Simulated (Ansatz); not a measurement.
in.yaml

```yaml
crystal:
  periodic: [false, false, false]
  atoms:
    - {symbol: H, position_ang: [0.000000, 0.000000, -1.045667]}
    - {symbol: H, position_ang: [0.000000, 0.000000, -0.300667]}
    - {symbol: S, position_ang: [0.000000, 0.000000, 1.346333]}
basis:
  gaussian: {orbitals: cc-pVDZ}
magnetization: {spin_polarized: false, initial_magnetization: 2}
correlation: {method: ccsdtq, electrons: outside_noble_gas}
```

```sh
$ ansatz run in.yaml --threads 2 --pin off --events-out ev --progress --plain --max-ram 16896MiB --backend cuda --devices 0, --max-vram 18GiB
```

Output:

```
472 factors; integrals over basis functions are off by at most 2.0e-7 eV
mean field evaluation 1: about -10845.4416 eV, gradient 6.9e0 eV
mean field evaluation 2: about -10845.4419 eV, gradient 6.9e0 eV
mean field evaluation 4: about -10845.8726 eV, gradient 7.7e-1 eV
mean field evaluation 8: about -10845.8858 eV, gradient 2.9e-4 eV
mean field evaluation 16: about -10845.8712 eV, gradient 7.7e-1 eV
mean field evaluation 32: about -10845.0589 eV, gradient 7.7e-7 eV
mean field evaluation 64: about -10845.8829 eV, gradient 5.8e-1 eV
mean field evaluation 96: about -10845.8858 eV, gradient 1.1e-2 eV
mean field -10845.88583582 eV, -398.5789528609 hartree, gradient 1.7e-6 eV, S^2 2.000000; 9 other end points of the search recorded, 0 dependent functions left out
mean field evaluation 128: about -10846.0700 eV, gradient 2.2e-1 eV
mean field evaluation 160: about -10846.0710 eV, gradient 1.1e-1 eV
determinant -10845.88583582 eV, -398.5789528609 hartree, with singles and doubles -10850.03192416 eV, -398.7313187970 hartree
determinant -10845.05891292 eV, -398.5485640048 hartree, with singles and doubles -10849.13943170 eV, -398.6985203043 hartree
5 core orbitals not correlated: weight in the atoms' cores, before any rotation towards them, 1.000 or more for the frozen orbitals, at most 0.000 for the correlated occupied ones
reference -10845.88583582 eV, -398.5789528609 hartree; 5, 3 occupied and 18, 20 virtual orbitals, 472 factors
second order -3.35098427 eV of doubles, -0.10351119 eV of singles
cycle   1  -3.98126243 eV  change   -5.2e-1 eV  update   5.0e-2
cycle   2  -4.20635586 eV  change   -2.3e-1 eV  update   1.9e-2
cycle   3  -4.21961395 eV  change   -1.3e-2 eV  update   7.1e-3
cycle   4  -4.22202544 eV  change   -2.4e-3 eV  update   3.6e-3
cycle   5  -4.22140589 eV  change    6.2e-4 eV  update   1.3e-3
cycle   6  -4.22121356 eV  change    1.9e-4 eV  update   4.1e-4
cycle   7  -4.22119769 eV  change    1.6e-5 eV  update   1.5e-4
cycle   8  -4.22123800 eV  change   -4.0e-5 eV  update   5.7e-5
cycle   9  -4.22121935 eV  change    1.9e-5 eV  update   2.2e-5
cycle  10  -4.22121275 eV  change    6.6e-6 eV  update   8.7e-6
cycle  11  -4.22121511 eV  change   -2.4e-6 eV  update   4.0e-6
cycle  12  -4.22121644 eV  change   -1.3e-6 eV  update   2.3e-6
cycle  13  -4.22121686 eV  change   -4.1e-7 eV  update   7.4e-7
Total energy: -10850.10705267 eV, -398.7340797191 hartree
```

For the same geometry and basis full CI lies 0.1 meV higher.

Ran on 2 threads of AMD EPYC 7R13 with a shared H100 80 GB, shared host: 7 s wall, 0.85 GiB peak host memory.
